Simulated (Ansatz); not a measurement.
Isolated molecules relaxed with PBE0-D4/def2-TZVP in Ansatz; ΔE leaves out vibrations. CBS: MP2 limit from def2 TZ/QZ plus the TZ coupled-cluster correction, frozen cores. This one scheme is used for every species. DFT in def2-TZVPP. B3LYP here is the variant with VWN-RPA as its local correlation; programs differ in this. Triplets are unrestricted, without spin–orbit coupling. Each species was taken in one conformer, which may not be the lowest.

Consider the formal loss of a carbene: `C/N=C/NC` → `[CH2]` (triplet) + `CNC=N`.

Question: Is it downhill or uphill in electronic energy at CCSD(T)/CBS, and by how much? (Best estimate.)

Answer: Ansatz gave: Uphill: ΔE = +4.33 eV.

Question: What do these levels give: BHLYP-D4, PBE0, B3LYP, r2SCAN0, BHLYP, RPA@PBE/def2-TZVPP? (An estimate is asked.)

Answer: The calculation gave: BHLYP-D4 4.17, PBE0 4.28, B3LYP 4.21, r2SCAN0 4.05, BHLYP 4.10, RPA@PBE/def2-TZVPP 4.17 eV.

Largest T1 diagnostic among the species: 0.013.

From PBE to PBE0 (25 % exact exchange), in def2-TZVPP and without D4, ΔE moves by −0.09 eV. The D4 term adds +0.09 eV with B3LYP and +0.05 eV with PBE0; it sums over pairs of atoms, weighted by their polarisabilities, and B3LYP, whose exchange is more repulsive, gets the larger term.
